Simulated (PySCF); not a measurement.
Compound: cyanodiacetylene radical cation, C5HN (charge +1 and doublet state).
Atom-mapped SMILES: `[CH:1]#[C:2][C:3]#[C:4][C:5]#[N+:6]` (hydrogens: H7 on C1)

Computed with PBE0-D3(BJ)/def2-SVP geometry optimisation, gas phase in PySCF 2.14.0.

Some entries are withheld.

| coordinate | value |
| --- | --- |
| C1≡C2 | ? |
| C2–C3 | 1.329 Å |
| C3≡C4 | ? |
| C4–C5 | 1.347 Å |
| C5≡N6 | ? |
| C1–H7 | 1.086 Å |
| C1–C2–C3 | ? |
| C2–C3–C4 | ? |
| C3–C4–C5 | ? |
| C4–C5–N6 | 179.9° |

Question: Estimate the withheld lengths and angles.

Answer: 
- C1≡C2 = 1.239 Å, drawn triple (ends: carbon bonded to C and H; carbon bonded to 2 C); 0.14 Å below the sum of covalent radii, 1.38 Å.
- C3≡C4 = 1.248 Å, drawn triple (both ends carbon bonded to 2 C); 0.13 Å below the sum of covalent radii, 1.38 Å.
- C5≡N6 = 1.175 Å, drawn triple (ends: carbon bonded to C and N; nitrogen bonded to C); 0.22 Å below the sum of covalent radii, 1.40 Å.
- C1–C2–C3 = 179.9°, at the carbon bonded to 2 C; the outer atoms are 2.568 Å apart.
- C2–C3–C4 = 180.0°, at the carbon bonded to 2 C; the outer atoms are 2.577 Å apart.
- C3–C4–C5 = 179.9°, at the carbon bonded to 2 C; the outer atoms are 2.595 Å apart.

Radii are Cordero's, carbon taken as 0.76, 0.73 or 0.69 Å for four, three, and two or fewer neighbours.

Not checked by PBE0-D3(BJ)/def2-SVP frequencies. ⟨S²⟩ = 0.785 (exact for a doublet: 0.75).

Time: 30 s of wall time; peak memory 0.35 GiB. Hardware: an Arm Neoverse V1 with one thread, shared host with 32 logical CPUs at a one-minute load of 9.8. That covers the optimisation of the geometry.
